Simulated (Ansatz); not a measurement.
**C3H3ClOS: a ladder of functionals and wavefunction methods**

An exercise on one series of results from a longer session: the logs are not shown, and one member is left open.

Method: functionals in def2-TZVPP, the program's frozen cores in correlated methods; program: Ansatz 0.2.0, Gaussian basis.

The runs, in order: LDA (SPW92), PBE-D4, revPBE-D4, BLYP-D4, r2SCAN-D4, B97M-V, PBE0-D4, B3LYP-D4, r2SCANh-D4, r2SCAN0-D4, HSE06-D4, BHLYP-D4, CAM-B3LYP-D4, LC-ωPBE, ωB97X-V, ωB97M-V, B2PLYP, PBE-QIDH; CCSD(T)/def2-SVP; CCSD(T)/def2-TZVPP; MP2/def2-QZVPP; extrapolation to the limit; RPA on PBE.

### Structure used throughout

An earlier PBE0-D4 in a triple-zeta def2 set relaxation fixed the geometry.

9 atoms, charge 0, spin multiplicity 1.

Atoms are counted from 1 here; the program's logs count them from 0.

Bond lengths: S1–C2 1.720 Å, S1–H7 1.348 Å, C2–C3 1.342 Å, C2–C6 1.510 Å, C3–Cl4 1.680 Å, C3–O5 1.360 Å, O5–C6 1.470 Å, C6–H8 1.090 Å, C6–H9 1.091 Å. Angles: C2–S1–H7 98.5°, S1–C2–C3 136.7°, S1–C2–C6 137.3°, C3–C2–C6 85.4°, C2–C3–Cl4 138.4°, C2–C3–O5 100.2°, Cl4–C3–O5 121.4°, C3–O5–C6 86.3°, C2–C6–O5 88.1°, C2–C6–H8 116.6°, C2–C6–H9 117.4°, O5–C6–H8 109.9°, O5–C6–H9 109.9°, H8–C6–H9 112.0°.

The first run:

Input file in.yaml:

```yaml
crystal:
  periodic: [false, false, false]
  atoms:
    - {symbol: S, position_ang: [-1.607480, -0.575539, -1.347271]}
    - {symbol: C, position_ang: [-0.275913, -0.118525, -0.358509]}
    - {symbol: C, position_ang: [0.887914, 0.527096, -0.526800]}
    - {symbol: Cl, position_ang: [1.688740, 1.379916, -1.733194]}
    - {symbol: O, position_ang: [1.453439, 0.325468, 0.693562]}
    - {symbol: C, position_ang: [0.238712, -0.433696, 1.025587]}
    - {symbol: H, position_ang: [-2.520997, 0.291088, -0.866270]}
    - {symbol: H, position_ang: [0.495424, -1.474176, 1.226320]}
    - {symbol: H, position_ang: [-0.271240, 0.032169, 1.869676]}
basis:
  gaussian: {orbitals: def2-TZVPP}
hamiltonian: {xc: lda}
output: {orbitals: {seedname: orbitals}}
```

Steps of the session up to this table: LDA; PBE-D4 (GGA); revPBE-D4 (GGA); BLYP-D4 (GGA); r2SCAN-D4 (meta-GGA); B97M-V (meta-GGA); PBE0-D4 (hybrid); B3LYP-D4 (hybrid); r2SCANh-D4 (hybrid); r2SCAN0-D4 (hybrid); HSE06-D4 (hybrid); BHLYP-D4 (hybrid); CAM-B3LYP-D4 (range-separated); LC-ωPBE (range-separated); ωB97X-V (range-separated); ωB97M-V (range-separated); B2PLYP (double hybrid); PBE-QIDH (double hybrid).

One table of the session follows, with a row left open; its other results are not shown here.

It belongs to the step «Orbital energies across the functionals». 

```
  functional  HOMO (eV)  gap (eV)
 LDA (SPW92)      -5.80      4.31
      PBE-D4      -5.63      4.33
   revPBE-D4      -5.57      4.34
     BLYP-D4      -5.48      4.30
   r2SCAN-D4      -5.86      4.72
      B97M-V      -5.90      4.84
     PBE0-D4      -6.82      6.42
    B3LYP-D4      -6.60      5.98
  r2SCANh-D4      -6.30      5.50
  r2SCAN0-D4      -6.97      6.68
    HSE06-D4      -6.42      5.65
    BHLYP-D4      -7.87      8.51
CAM-B3LYP-D4      -8.11      8.82
     LC-ωPBE      -9.43     11.27
     ωB97X-V      -9.07     10.85
     ωB97M-V          ?         ?
```

Estimate the missing values for ωB97M-V.

As computed: HOMO (eV): -8.95; gap (eV): 10.64. In the column «HOMO (eV)» it lies between ωB97X-V (-9.07) and CAM-B3LYP-D4 (-8.11).
